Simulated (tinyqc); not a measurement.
Worked calculation: Pariser-Parr-Pople SCF with singles CI, for the molecule FC1=CC=C1 (SMILES; centres numbered as the heavy atoms are written). One step of it, computed by the program tinyqc.

Problem. Iteration 1: Fock matrix. F_rr = H_rr + P_rr gamma_rr / 2 + sum_(s != r) P_ss gamma_rs; F_rs = H_rs - P_rs gamma_rs / 2; E = tr P (H + F) / 2 + core repulsion sum_(r<s) z_r z_s gamma_rs.

P at the start, order 1F, 2C, 3C, 4C, 5C:
$$\begin{pmatrix}
1.000000 & 0.851125 & 0.000000 & -0.524962 & 0.000000 \\
0.851125 & 1.000000 & 0.371205 & 0.000000 & 0.371205 \\
0.000000 & 0.371205 & 1.500000 & 0.601837 & -0.500000 \\
-0.524962 & 0.000000 & 0.601837 & 1.000000 & 0.601837 \\
0.000000 & 0.371205 & -0.500000 & 0.601837 & 1.500000
\end{pmatrix}$$

core matrix H (eV), order 1F, 2C, 3C, 4C, 5C:
$$\begin{pmatrix}
-56.971077 & -2.100000 & 0.000000 & 0.000000 & 0.000000 \\
-2.100000 & -38.851178 & -2.390000 & 0.000000 & -2.390000 \\
0.000000 & -2.390000 & -34.543431 & -2.390000 & 0.000000 \\
0.000000 & 0.000000 & -2.390000 & -33.001259 & -2.390000 \\
0.000000 & -2.390000 & 0.000000 & -2.390000 & -34.543431
\end{pmatrix}$$

repulsion gamma_rs (eV), order 1F, 2C, 3C, 4C, 5C:
$$\begin{pmatrix}
21.400000 & 6.300946 & 4.147072 & 3.375986 & 4.147072 \\
6.300946 & 11.130000 & 5.345397 & 4.398492 & 5.345397 \\
4.147072 & 5.345397 & 11.130000 & 5.345397 & 4.398492 \\
3.375986 & 4.398492 & 5.345397 & 11.130000 & 5.345397 \\
4.147072 & 5.345397 & 4.398492 & 5.345397 & 11.130000
\end{pmatrix}$$

Centres (angstrom, eV; a flat drawing with bonds scaled to 1.40 angstrom):
```
centre          x          y  core charge z          W   gamma_rr
1F       1.912000   0.000000              2  39.000000  21.400000
2C       0.512000   0.000000              1  11.160000  11.130000
3C      -0.478000   0.990000              1  11.160000  11.130000
4C      -1.468000   0.000000              1  11.160000  11.130000
5C      -0.478000  -0.990000              1  11.160000  11.130000
```

Give: F; pi energy.

Solution.

F (eV), order 1F, 2C, 3C, 4C, 5C:
$$\begin{pmatrix}
-24.1529 & -4.7814 & 0.0000 & 0.8861 & 0.0000 \\
-4.7814 & -6.5505 & -3.3821 & 0.0000 & -3.3821 \\
0.0000 & -3.3821 & -4.7603 & -3.9985 & 1.0996 \\
0.8861 & 0.0000 & -3.9985 & -3.6256 & -3.9985 \\
0.0000 & -3.3821 & 1.0996 & -3.9985 & -4.7603
\end{pmatrix}$$

pi energy = -93.2581 eV
